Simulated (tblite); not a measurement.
Compound: C5H12N (doublet state).
Cartesian coordinates in Å at the GFN2-xTB level; atoms count from 1:
```xyz
18
C5H12N angstrom
C     -1.006   -1.194    0.472
C     -0.562   -0.085   -0.476
C     -1.621    1.007   -0.549
C      0.804    0.528   -0.008
C      1.975   -0.446   -0.178
N      0.655    1.109    1.248
H     -1.958   -1.603    0.140
H     -0.283   -2.004    0.504
H     -1.128   -0.790    1.474
H     -0.400   -0.505   -1.475
H     -1.692    1.506    0.413
H     -1.367    1.747   -1.305
H     -2.589    0.577   -0.798
H      0.954    1.369   -0.715
H      1.992   -0.863   -1.182
H      2.917    0.073   -0.005
H      1.902   -1.262    0.538
H      1.397    0.841    1.889
```

Structure optimised with GFN2-xTB, isolated species. This method treats the open shell by occupation alone, without spin polarisation.

Take the most abundant isotopes and a rigid rotor. The values belong to one conformer with, in the numbering `[CH3:1][CH:2]([CH3:3])[C@H:4]([CH3:5])[NH:6]`, C1–C2–C4–C5 69°, C2–C4–N6–H 133°.

What are A, B and C (cm⁻¹)?

Ia = 109.16, Ib = 186.92, Ic = 216.04 u·Å²; 505379 MHz·u·Å²/I gives 4630, 2704 and 2339 MHz, that is A = 0.15443, B = 0.09019, C = 0.07803 cm⁻¹.

What kind of rotor is it?

An asymmetric top; Ray's κ = -0.682.

What does the inertial defect say?

Not planar: Δ = Ic − Ia − Ib = -80.04 u·Å². For a rigid frame Δ = −2 Σ m c², so Σ m c² = 40.02 u·Å² lies off the ab plane: 13.69 from hydrogen and 26.32 from heavier atoms. The atom farthest from that plane is 1.67 Å away.

List the rotational levels J(Ka,Kc) to J = 2 (MHz).

Above 0(0,0):
J = 1: 1(0,1) 5043, 1(1,1) 6969, 1(1,0) 7334
J = 2: 2(0,2) 15082, 2(1,2) 16691, 2(1,1) 17784, 2(2,1) 23562, 2(2,0) 23609
The levels of one J sum to (2J + 1)J(J + 1)(A + B + C)/3.

For this open shell read J as N, the rotation without spin; fine and hyperfine splittings come on top. Its GFN2-xTB frequencies are all real (lowest 74 cm⁻¹). These are rigid-rotor constants of the computed structure; measured ground-state constants (B0) also hold zero-point vibration.
